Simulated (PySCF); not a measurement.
Simulated outer-valence photoelectron spectrum of `C=C(F)[CH+]C`. The calculation used EOM-IP-CCSD/aug-cc-pVDZ in PySCF, restricted Hartree–Fock reference, frozen core, non-relativistic, gas phase, PBE0-D3(BJ)/def2-SVP geometry.

Each root has a Gaussian of 0.5 eV full width with its one-hole share as area; cross sections and vibrations are left out, and the highest printed point is 100.

ionisation energy (eV), intensity and a bar:
```
     16.0          0 
     16.1          1 
     16.2          4 #
     16.3         12 ####
     16.4         29 #########
     16.5         54 ################
     16.6         82 #########################
     16.7        100 ##############################
     16.8         97 #############################
     16.9         76 #######################
     17.0         47 ##############
     17.1         24 #######
     17.2          9 ###
     17.3          3 #
     17.4          1 
     17.5          0 
     17.6          0 
     17.7          0 
     17.8          0 
     17.9          0 
     18.0          0 
     18.1          0 
     18.2          0 
     18.3          0 
     18.4          0 
     18.5          1 
     18.6          3 #
     18.7         10 ###
     18.8         24 #######
     18.9         48 ##############
     19.0         76 #######################
     19.1         97 #############################
     19.2         99 ##############################
     19.3         81 ########################
     19.4         54 ################
     19.5         31 #########
     19.6         20 ######
     19.7         26 ########
     19.8         46 ##############
     19.9         73 ######################
     20.0         94 ############################
     20.1         98 #############################
     20.2         82 ########################
     20.3         55 ################
     20.4         29 #########
     20.5         12 ####
     20.6          4 #
     20.7          1 
     20.8          0
```

Question: Where are the maxima, and how many lines lie under the curve?

Answer: 3 maxima, at 16.7, 19.2 and 20.1 eV, from 3 lines.

Question: List the lines with their holes.

Answer: 
```tsv
E (eV)	leading hole (HF orbital)	area	Koopmans (eV)
16.74	HOMO	0.96	16.78
19.16	HOMO-1	0.95	20.24
20.07	HOMO-2	0.94	20.96
```

The widest gap, 2.42 eV, lies between 16.74 and 19.16 eV. Only orbitals with −ε under 21 eV, eight at most, were ionised, so the high end of the curve may lack lines.

Hardware: Arm Neoverse V2, one thread, on a shared host. Cost: 7.2 min of wall time.

Shape of the structure used: `[CH2:1]=[C:2]([F:3])[CH+:4][CH3:5]`: C1–C2–C4–C5 179°.

One conformer stands for the species.
